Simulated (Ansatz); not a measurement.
Computed with Ansatz on PBE0-D4/def2-TZVP structures; ΔE is electronic, products minus reactants. CCSD(T)/CBS adds triple-zeta CCSD(T) − MP2 to the extrapolated MP2 energy (def2 sets, frozen cores). DFT in def2-TZVPP. Each species was taken in one conformer, which may not be the lowest.

Reaction (substitution at a C–C bond): `NCCC=O` + `OCF` → `O=CCOCF` + CH₃NH₂

`NCCC=O`:

Cartesian coordinates in Å:
```
N -1.171 0.432 1.420
C -0.182 0.626 0.374
C 0.110 -0.697 -0.321
C 0.960 -0.508 -1.538
O 2.019 -1.039 -1.732
H -0.805 -0.175 2.144
H -1.398 1.313 1.863
H 0.766 1.059 0.728
H -0.596 1.329 -0.356
H 0.605 -1.404 0.350
H -0.847 -1.129 -0.638
H 0.538 0.193 -2.294
```

`OCF`:

Z-matrix (Å, degrees):
```
C
F 1 1.381
O 1 1.370 2 111.1
H 1 1.091 2 107.8 3 -117.4
H 1 1.096 2 106.3 3 123.2
H 3 0.962 1 109.3 2 70.7
```

`O=CCOCF`:

Cartesian coordinates in Å:
```
O -1.372 1.129 -1.087
C -0.308 0.697 -1.424
C 0.447 -0.399 -0.719
O -0.236 -0.987 0.349
C -0.275 -0.230 1.495
F 0.969 -0.209 2.099
H 0.223 1.094 -2.319
H 0.649 -1.186 -1.454
H 1.428 -0.001 -0.419
H -0.553 0.809 1.303
H -0.972 -0.719 2.176
```

CH₃NH₂:

Cartesian coordinates in Å:
```
C -0.184 -0.496 -0.207
N 0.038 0.736 0.530
H 0.525 -0.690 -1.025
H -1.190 -0.486 -0.634
H -0.139 -1.343 0.482
H -0.011 1.536 -0.089
H 0.961 0.744 0.943
```

| level | ΔE (kJ/mol) |
| --- | --- |
| PBE-D4 | 45.9 |
| MP2/def2-TZVPP | 53.5 |
| MP2/def2-QZVPP | 54.8 |
| SCS-MP2/def2-QZVPP | 50.9 |

**Question.** What does CCSD(T)/CBS give? (Estimate.)

**Answer.** The calculation gave: +50.4 kJ/mol. The listed levels differ from it by -4.5, 3.1, 4.4, 0.5 kJ/mol.

Largest T1 diagnostic among the species: 0.013.

In def2-TZVPP, CCSD(T) changes the Hartree–Fock value by +6.0 kJ/mol (the triples alone add −0.2 kJ/mol) and MP2 by +11.3 kJ/mol.
